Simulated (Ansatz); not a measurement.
How methods differ on CF+ (SMILES [C+]F)

CF+: 2 atoms, total charge +1, spin state singlet. SMILES: `[C+]F`. The shape was relaxed beforehand at PBE0/def2-SVP.

```xyz
2

C     0.4925   -0.1609    0.2533
F    -0.4925    0.1609   -0.2533
```

Quantity: the dissociation energy of the F2–C1 bond into singlet F+ and triplet C (shapes relaxed at PBE0/def2-SVP, no zero-point term), in eV. The values are calculated.

| level | kind | program | value (eV) |
| --- | --- | --- | --- |
| HF/def2-TZVPP | Hartree–Fock | Ansatz | 14.69 |
| SVWN5/def2-TZVPP | LDA | Ansatz | 19.63 |
| BLYP/def2-TZVPP | GGA | Ansatz | 17.99 |
| r2SCAN/def2-TZVPP | meta-GGA | Ansatz | 18.02 |
| B3LYP/def2-TZVPP | global hybrid | Ansatz | 17.69 |
| PBE0-D4/def2-TZVPP | global hybrid | Ansatz | 17.80 |
| B2PLYP/def2-TZVPP | double hybrid | Ansatz | 17.63 |
| MP2/def2-TZVPP | perturbation theory | Ansatz | 17.85 |

The values span 14.69 to 19.63 eV. Hartree–Fock misses the correlation of the electron pair that is broken and comes out low. Measured bond enthalpies also hold zero-point and thermal terms, a few tenths of an eV less.
